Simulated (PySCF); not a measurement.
Species: CH3NO.
Geometry (GFN2-xTB, Å), atoms numbered from 1 in this order:
```xyz
6
CH3NO angstrom
C     -0.4194    0.0427    0.0222
N      0.8704   -0.5867    0.1255
O      1.8313    0.0669   -0.2117
H     -0.8606    0.0135    1.0194
H     -1.0321   -0.5993   -0.6121
H     -0.3864    1.0649   -0.3650
```

The calculation used TDDFT CAM-B3LYP/def2-SVPD, vertical, gas phase, core orbitals frozen in the response in PySCF.

Kohn–Sham orbitals with the atoms that hold most of them (Löwdin shares over 4%, at most four atoms; ? is withheld):

```csv
orbital,ε (eV),atoms
LUMO+2,3.19,"O3 31%, H6 31%, C1 13%, H4 9%"
LUMO+1,1.41,"C1 49%, H5 16%, H4 16%, H6 9%"
LUMO,?,?
HOMO,-8.31,"O3 48%, N2 39%, C1 11%"
HOMO-1,-12.62,?
HOMO-2,-12.82,"O3 32%, C1 27%, N2 16%, H4 12%"
HOMO-3,-15.44,"N2 30%, O3 28%, C1 24%, H6 10%"
```

Problem. Which atoms hold the HOMO-1, and with what shares?

Solution. C1 (bonded to N and 3 H) 28%; O3 (bonded to N) 27%; N2 (bonded to C and O) 18%; H6 (bonded to C) 15%.

Problem. Give the leading atoms of the LUMO.

Solution. N2 (bonded to C and O) 48%; O3 (bonded to N) 41%; C1 (bonded to N and 3 H) 6%.

Problem. What is the LUMO energy, and the HOMO–LUMO gap?

Solution. ε(LUMO) = -1.15 eV; the gap is 7.17 eV (0.2634 hartree).

Problem. How does S1 compare with the orbital gap of 7.17 eV?

Solution. S1 is at 1.72 eV (f = 0.0003), 5.45 eV below the gap, made of HOMO→LUMO (99%). 

Problem. One configuration dominates each of S1, S2 and S3. Which, and how do the shares of the two leading atoms of either orbital change from the occupied to the empty one?

Solution. 
- S1 (1.72 eV, f 0.0003), HOMO→LUMO (99%): O3 48% → 41%, N2 39% → 48%
- S2 (6.55 eV, f 0.0017), HOMO-1→LUMO (93%): C1 28% → 6%, O3 27% → 41%, N2 18% → 48%
- S3 (6.75 eV, f 0.0095), HOMO→LUMO+1 (91%): O3 48% → at most 10%, N2 39% → at most 10%, C1 11% → 49%, H5 at most 3% → 16%
